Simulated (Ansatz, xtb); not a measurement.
# Relaxing a trial structure of CH5NSi−

The starting geometry of this gas-phase doublet has its atoms placed at random.

```xyz
8

C     1.1336    0.2887   -0.3921
N    -0.0826    1.1809   -1.3461
Si   -0.9156    0.4255    0.1424
H     2.0192   -0.3946    0.0237
H    -0.0257    0.5505    1.8768
H     0.4695    0.2621   -1.6408
H    -1.8520   -0.8606    0.7305
H    -1.1494    1.4633   -1.3558
```

Problem. Guess where an optimisation with r2SCAN-D4/def2-SVPD ends from this start.

Solution. It ends as a structure given below by its coordinates. Distances that change by over a tenth: C1–N2 (1.78 → 2.92 Å), C1–Si3 (2.12 → 1.81 Å), Si3–H8 (1.84 → 2.43 Å). Contacts that close: Si3–H5 (1.95 → 1.53 Å).

The energy falls by 8.44 eV over 21 steps:

| step | E − E(last) (eV) |
| --- | --- |
| 1 | 8.438 |
| 3 | 3.988 |
| 5 | 1.325 |
| 8 | 0.200 |
| 10 | 0.034 |
| 12 | 0.004 |
| 14 | 0.001 |
| 17 | 0.000 |
| 19 | 0.000 |
| 21 | 0.000 |

Final geometry (Å):

```xyz
8

C     1.5317   -0.4213   -0.1757
N    -0.6018    1.3272   -1.1346
Si   -0.1020    0.2558    0.2162
H     1.9592   -1.0575    0.6323
H    -0.2800    1.1352    1.4589
H    -0.0467    1.0953   -1.9577
H    -1.2765   -0.7273    0.3883
H    -1.5866    1.3084   -1.3889
```

From the same start GFN2-xTB reaches the same bonding as this run.

From so rough a start the end depends on the optimiser's path, so another program may land elsewhere. The end wasn't checked by frequencies. Open shells are spin-unrestricted. Run with Ansatz 0.2.0, 2.8 min on 2 threads of Arm Neoverse V1, with other jobs on the host.
